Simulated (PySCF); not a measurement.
PySCF input file for H2Si, SMILES [SiH2] (connectivity only; charge and spin as stated), charge +1, multiplicity 2, TDA-LC-ωPBE/def2-TZVPD. The structure is a stationary point at PBE0-D3(BJ)/def2-TZVPD. The isomer is the one that the SMILES or the coordinates give; other isomers of the formula were not compared.

```python
import numpy as np
from pyscf import gto, scf, dft, tdscf

mol = gto.M(
    atom='''
    Si    0.00000000    0.00000000   -0.09352959
    H     0.00000000   -1.28982323    0.65470711
    H     0.00000000    1.28982323    0.65470711
    ''',
    basis='def2-TZVPD',
    charge=1,
    spin=1,
    max_memory=1600,
    verbose=4,
)
mf = dft.UKS(mol, xc='lc_wpbe').density_fit(auxbasis='def2-universal-jkfit')
mf.grids.level = 3
mf.conv_tol = 1e-9
mf.max_cycle = 100
mf.kernel()
fine, coarse = mf.grids, dft.Grids(mol).set(level=1).build(with_non0tab=True)
for _ in range(3):  # follow internal instabilities
    mf.grids = coarse
    mo, _, stable, _ = mf.stability(return_status=True, nroots=4)
    mf.grids = fine
    if stable:
        break
    mf.kernel(mf.make_rdm1(mo, mf.mo_occ))
mf.grids = dft.Grids(mol).set(level=1).build(with_non0tab=True)  # coarser grid for the response kernel
td = tdscf.TDA(mf)
td.nstates = 10
td.conv_tol = 1e-4
td.positive_eig_threshold = 1e-6
td.kernel(x0=td.get_init_guess(mf, 15))
td.analyze()
```

Output:

```
PySCF version 2.14.0

[INPUT] verbose = 4
[INPUT] num. atoms = 3
[INPUT] num. electrons = 15
[INPUT] charge = 1
[INPUT] spin (= nelec alpha-beta = 2S) = 1
[INPUT] symmetry False subgroup None
[INPUT] Mole.unit = angstrom
[INPUT] Symbol           X                Y                Z      unit          X                Y                Z       unit  Magmom
[INPUT]  1 Si     0.000000000000   0.000000000000  -0.093529590000 AA    0.000000000000   0.000000000000  -0.176745309643 Bohr   0.0
[INPUT]  2 H      0.000000000000  -1.289823230000   0.654707110000 AA    0.000000000000  -2.437412653802   1.237217129705 Bohr   0.0
[INPUT]  3 H      0.000000000000   1.289823230000   0.654707110000 AA    0.000000000000   2.437412653802   1.237217129705 Bohr   0.0

nuclear repulsion = 10.1417946423913
number of shells = 25
number of NR pGTOs = 91
number of NR cGTOs = 61
basis = def2-TZVPD
ecp = {}


******** <class 'pyscf.df.df_jk.DFUKS'> ********
method = DFUKS
initial guess = minao
damping factor = 0
level_shift factor = 0
DIIS = <class 'pyscf.scf.diis.CDIIS'>
diis_start_cycle = 1
diis_space = 8
diis_damp = 0
SCF conv_tol = 1e-09
SCF conv_tol_grad = None
SCF max_cycles = 100
direct_scf = False
number electrons alpha = 8  beta = 7
XC library pyscf.dft.libxc version 7.1.2
    S. Lehtola, C. Steigemann, M. J. T. Oliveira, and M. A. L. Marques,  SoftwareX 7, 1–5 (2018)
XC functionals = lc_wpbe
    O. A. Vydrov and G. E. Scuseria,  J. Chem. Phys. 125, 234109 (2006)
radial grids:
    Treutler-Ahlrichs [JCP 102, 346 (1995); DOI:10.1063/1.469408] (M4) radial grids

becke partition: Becke, JCP 88, 2547 (1988); DOI:10.1063/1.454033
pruning grids: <function nwchem_prune>
grids dens level: 3
symmetrized grids: False
atomic radii adjust function: <function treutler_atomic_radii_adjust>
small_rho_cutoff = 0
Set gradient conv threshold to 3.16228e-05
tot grids = 38800
Create RSH-DF object <pyscf.df.df.DF object> for omega=0.4
******** <class 'pyscf.df.df.DF'> ********
auxbasis = auxmol.basis = def2-universal-jkfit
init E= -290.226643196866
  alpha nocc = 8  HOMO = -0.197880044373859  LUMO = -0.113254208572187
  beta  nocc = 7  HOMO = -0.422335719713626  LUMO = -0.197880044373859

WARN: HOMO -0.197880044373859 >= LUMO -0.197880044373859

cycle= 1 E= -290.1443118623  delta_E= 0.0823  |g|= 0.211  |ddm|=  0.8
  alpha nocc = 8  HOMO = -0.685123978637133  LUMO = -0.334425270408207
  beta  nocc = 7  HOMO = -0.791578318315933  LUMO = -0.366987384497534
  HOMO = -0.685123978637  LUMO = -0.366987384498  gap/eV = 8.65694
cycle= 2 E= -290.184467977552  delta_E= -0.0402  |g|= 0.0915  |ddm|= 0.37
  alpha nocc = 8  HOMO = -0.656723235730473  LUMO = -0.292639528554082
  beta  nocc = 7  HOMO = -0.76279617046594  LUMO = -0.32137864471173
  HOMO = -0.65672323573  LUMO = -0.321378644712  gap/eV = 9.12519
cycle= 3 E= -290.18675092148  delta_E= -0.00228  |g|= 0.0195  |ddm|= 0.0911
  alpha nocc = 8  HOMO = -0.650001594323191  LUMO = -0.279526370337633
  beta  nocc = 7  HOMO = -0.752029236181162  LUMO = -0.30469314536149
  HOMO = -0.650001594323  LUMO = -0.304693145361  gap/eV = 9.39632
cycle= 4 E= -290.187210224556  delta_E= -0.000459  |g|= 0.00549  |ddm|= 0.0432
  alpha nocc = 8  HOMO = -0.651572626093389  LUMO = -0.280014592750126
  beta  nocc = 7  HOMO = -0.752128128232449  LUMO = -0.303618585370737
  HOMO = -0.651572626093  LUMO = -0.303618585371  gap/eV = 9.46831
cycle= 5 E= -290.187273780119  delta_E= -6.36e-05  |g|= 0.00152  |ddm|= 0.0147
  alpha nocc = 8  HOMO = -0.651955069143918  LUMO = -0.28016754055527
  beta  nocc = 7  HOMO = -0.752628374078284  LUMO = -0.303536294373572
  HOMO = -0.651955069144  LUMO = -0.303536294374  gap/eV = 9.48096
cycle= 6 E= -290.187280038125  delta_E= -6.26e-06  |g|= 0.000479  |ddm|= 0.00489
  alpha nocc = 8  HOMO = -0.652010096748027  LUMO = -0.280128909710456
  beta  nocc = 7  HOMO = -0.752665140338653  LUMO = -0.303516138289144
  HOMO = -0.652010096748  LUMO = -0.303516138289  gap/eV = 9.48300
cycle= 7 E= -290.187280766424  delta_E= -7.28e-07  |g|= 0.000142  |ddm|= 0.00169
  alpha nocc = 8  HOMO = -0.651980405408604  LUMO = -0.280112265192772
  beta  nocc = 7  HOMO = -0.752689160087092  LUMO = -0.303518476493172
  HOMO = -0.651980405409  LUMO = -0.303518476493  gap/eV = 9.48213
cycle= 8 E= -290.187280823747  delta_E= -5.73e-08  |g|= 3.06e-05  |ddm|= 0.000425
  alpha nocc = 8  HOMO = -0.651982146002915  LUMO = -0.28010749723536
  beta  nocc = 7  HOMO = -0.75268820846034  LUMO = -0.303519988537227
  HOMO = -0.651982146003  LUMO = -0.303519988537  gap/eV = 9.48214
cycle= 9 E= -290.187280826302  delta_E= -2.56e-09  |g|= 8.47e-06  |ddm|= 0.000105
  alpha nocc = 8  HOMO = -0.651982702541289  LUMO = -0.280107887599605
  beta  nocc = 7  HOMO = -0.752690345528658  LUMO = -0.303520462233758
  HOMO = -0.651982702541  LUMO = -0.303520462234  gap/eV = 9.48214
cycle= 10 E= -290.187280826478  delta_E= -1.76e-10  |g|= 2.24e-06  |ddm|= 2.42e-05
  alpha nocc = 8  HOMO = -0.651982605755874  LUMO = -0.280107467870467
  beta  nocc = 7  HOMO = -0.752690148428929  LUMO = -0.303520242304259
  HOMO = -0.651982605756  LUMO = -0.303520242304  gap/eV = 9.48214
Extra cycle  E= -290.187280826487  delta_E= -8.47e-12  |g|= 1.19e-06  |ddm|= 4.76e-06
converged SCF energy = -290.187280826487  <S^2> = 0.75336373  2S+1 = 2.0033609
tot grids = 11360
uhf_internal: lowest eigs of H = [0.14140625 0.31269937 0.34197522 0.44461175]
<class 'pyscf.df.df_jk.DFUKS'> wavefunction is stable in the internal stability analysis
tot grids = 11360
Overwritten attributes  positive_eig_threshold  of <class 'pyscf.tdscf.uks.TDA'>


******** <class 'pyscf.tdscf.uks.TDA'> for <class 'pyscf.df.df_jk.DFUKS'> ********
nstates = 10
deg_eia_thresh = 1.000e-03
wfnsym = None
conv_tol = 0.0001
eigh lindep = 1e-12
eigh level_shift = 0
eigh max_cycle = 100


Excitation energies (eV)
[2.06257577 4.93333249 5.08380143 5.76604766 7.17365483 7.63437556
 8.51830663 8.86732262 9.03116876 9.8286136 ]

** Excitation energies and oscillator strengths **
Excited State   1:      2.06258 eV    601.11 nm  f=0.0066
       8a ->    9a      0.99265
Excited State   2:      4.93333 eV    251.32 nm  f=0.0000
       7a ->    9a      0.71976
       7b ->    9b     -0.67617
Excited State   3:      5.08380 eV    243.88 nm  f=0.0086
       7b ->    8b      0.98098
Excited State   4:      5.76605 eV    215.02 nm  f=0.0000
       7a ->    9a     -0.68174
       7b ->    9b     -0.72468
Excited State   5:      7.17365 eV    172.83 nm  f=0.0030
       8a ->   10a     -0.96210
       8a ->   12a     -0.15239
       8a ->   18a      0.12404
Excited State   6:      7.63438 eV    162.40 nm  f=0.1099
       8a ->   11a      0.94513
       8a ->   20a      0.13813
       7b ->   10b     -0.23451
Excited State   7:      8.51831 eV    145.55 nm  f=0.0005
       6a ->    9a     -0.55781
       7a ->   14a     -0.13419
       8a ->   15a     -0.24649
       6b ->    9b      0.72998
       7b ->   13b      0.16124
Excited State   8:      8.86732 eV    139.82 nm  f=0.0169
       7a ->   11a      0.40141
       7a ->   20a      0.10373
       8a ->   10a     -0.10049
       8a ->   13a     -0.31032
       8a ->   22a      0.12524
       6b ->    8b      0.77991
       7b ->   12b      0.25410
Excited State   9:      9.03117 eV    137.28 nm  f=0.0039
       7a ->   10a      0.65793
       7a ->   12a      0.12933
       7a ->   18a     -0.12449
       8a ->   11a     -0.12862
       7b ->   10b     -0.66646
       7b ->   11b     -0.14489
       7b ->   18b      0.14169
Excited State  10:      9.82861 eV    126.15 nm  f=0.1801
       8a ->   10a     -0.15284
       8a ->   12a      0.94853
       8a ->   13a      0.13605
       8a ->   22a     -0.10238
       8a ->   29a      0.10412

** Transition electric dipole moments (AU) **
state          X           Y           Z        Dip. S.      Osc.
  1        -0.3621     -0.0000     -0.0000      0.1311      0.0066
  2        -0.0000      0.0000     -0.0000      0.0000      0.0000
  3         0.0000      0.2621     -0.0000      0.0687      0.0086
  4         0.0000     -0.0000     -0.0000      0.0000      0.0000
  5         0.0000      0.0000      0.1312      0.0172      0.0030
  6         0.0000     -0.7665      0.0000      0.5876      0.1099
  7        -0.0487      0.0000     -0.0000      0.0024      0.0005
  8        -0.0000     -0.0000      0.2787      0.0777      0.0169
  9         0.0000      0.1333     -0.0000      0.0178      0.0039
 10         0.0000      0.0000      0.8649      0.7480      0.1801

** Transition velocity dipole moments (imaginary part, AU) **
state          X           Y           Z        Dip. S.      Osc.
  1         0.0116     -0.0000     -0.0000      0.0001      0.0012
  2         0.0000      0.0000     -0.0000      0.0000      0.0000
  3         0.0000      0.0232     -0.0000      0.0005      0.0019
  4         0.0000     -0.0000     -0.0000      0.0000      0.0000
  5         0.0000      0.0000      0.0550      0.0030      0.0076
  6         0.0000     -0.1623      0.0000      0.0263      0.0626
  7        -0.0286      0.0000     -0.0000      0.0008      0.0017
  8        -0.0000     -0.0000      0.0489      0.0024      0.0049
  9         0.0000      0.0360     -0.0000      0.0013      0.0026
 10         0.0000      0.0000      0.3040      0.0924      0.1706

** Transition magnetic dipole moments (imaginary part, AU) **
state          X           Y           Z
  1         0.0000     -0.9522     -0.0000
  2        -0.0000     -0.0000      0.0330
  3        -0.8025     -0.0000     -0.0000
  4        -0.0000     -0.0000     -1.3063
  5        -0.0000      0.0000      0.0000
  6         1.0049     -0.0000     -0.0000
  7         0.0000     -0.0512      0.0000
  8        -0.0000     -0.0000     -0.0000
  9        -0.0779     -0.0000     -0.0000
 10        -0.0000     -0.0000     -0.0000
```

The run converged.
